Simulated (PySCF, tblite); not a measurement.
**C₃H₈N₂: geometry, infrared bands, NMR shifts and spin-spin couplings**

What infrared bands, NMR shifts and spin-spin couplings should C₃H₈N₂ (`NNC1CC1`) show?

Computed with tblite 0.8.0 and PySCF 2.14.0, with density-fitted response routines of our own, on a single molecule in the gas phase. Atoms are numbered from 0 throughout.

### 1 Starting geometry

13 atoms, charge 0, multiplicity 1; geometry from: force field or distance geometry start.

Bonds of the start (Å): N0–N1 1.41, N1–C2 1.45, C2–C3 1.52, C3–C4 1.51, C4–C2 1.54, N0–H5 1.06, N0–H6 1.04, N1–H7 1.03, C2–H8 1.09, C3–H9 1.10, C3–H10 1.12, C4–H11 1.09, C4–H12 1.13.

### 2 Optimising the geometry with GFN2-xTB

The job: settings as JSON, then the geometry in Å.

```
{"job": {"kind": "relax", "xc": "GFN2-xTB", "basis": "xTB"}, "charge": 0, "multiplicity": 1}
N      2.164100    -0.171200    -0.205400
N      0.934600     0.227700    -0.778800
C     -0.031300     0.303600     0.300900
C     -1.461500     0.716400    -0.003300
C     -1.138700    -0.753200     0.124100
H      2.681800     0.735600    -0.044400
H      2.061600    -0.597700     0.737400
H      0.626900    -0.448700    -1.498700
H      0.383800     0.456800     1.298900
H     -1.714400     1.096300    -0.999600
H     -2.060500     1.081800     0.864200
H     -1.293400    -1.329300     1.036200
H     -1.157300    -1.317500    -0.849200
```

Run with:

```console
> OMP_NUM_THREADS=1 python probes_run.py task.json out
```

One launch serves the whole session: the jobs run in the order shown.

**Question.** This job is followed by: GFN2-xTB harmonic vibrations, gas phase; GIAO PBE0/pcSseg-1 NMR shielding, non-relativistic, gas phase; B3LYP/pcJ-1 indirect spin-spin coupling, non-relativistic, gas phase. What will the session give for the following? strongest single infrared mode (GFN2-xTB); zero-point energy (GFN2-xTB); ¹³C shifts against TMS (PBE0/pcSseg-1, means over atoms taken as alike); ¹H shifts against TMS (PBE0/pcSseg-1, means over atoms taken as alike); ¹⁵N shifts against NH3 (PBE0/pcSseg-1); largest coupling of the table (B3LYP/pcJ-1).

As calculated:

| quantity | value |
| --- | --- |
| strongest single infrared mode (GFN2-xTB) | 993 cm⁻¹, 92 km/mol |
| zero-point energy (GFN2-xTB) | 70.8 kcal/mol |
| ¹³C shifts against TMS (PBE0/pcSseg-1, means over atoms taken as alike) | 40.7, 5.8 ppm |
| ¹H shifts against TMS (PBE0/pcSseg-1, means over atoms taken as alike) | 2.72, 2.13, 1.26, 0.46, 0.11 ppm |
| ¹⁵N shifts against NH3 (PBE0/pcSseg-1) | 97.4, 90.9 ppm |
| largest coupling of the table (B3LYP/pcJ-1) | ¹J(C,H) C2–H8, 180.6 Hz |

**Reading.** Relaxing lowered the energy by 0.650 eV in 79 steps; the close pair that moved most is C4–H12, from 1.125 to 1.081 Å. No mode is imaginary among the 33: a minimum at this level. The strongest single mode, at 993 cm⁻¹, is spread over many atoms; the largest shares are those of N0, H5. Unscaled tight-binding wavenumbers are off by several per cent, some by more. Its intensities can rank the bands wrongly. At PBE0/pcSseg-1: Shielding is most anisotropic at N0 (span 128 ppm, paramagnetic term -137 ppm). In the run at B3LYP/pcJ-1, the largest coupling of the table is C2–H8, 180.6 Hz, of which the Fermi-contact term gives 179.3 Hz. Couplings across rotatable bonds belong to this one conformer; where others are populated, the observed values are averages.
